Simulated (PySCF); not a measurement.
# HS, SMILES `[SH]` (charge 0, multiplicity 2)

All values below come from PBE-D3(BJ)/def2-TZVP run with PySCF.

```yaml
highest_occupied_spin_orbital: -6.12 eV
dipole_moment: 0.87 D
total_energy: -398.5779 Ha
cost: around 13 core-seconds (rough)
```

Bond lengths (Å): S1–H2 1.357.
Charge 0, spin multiplicity 2.
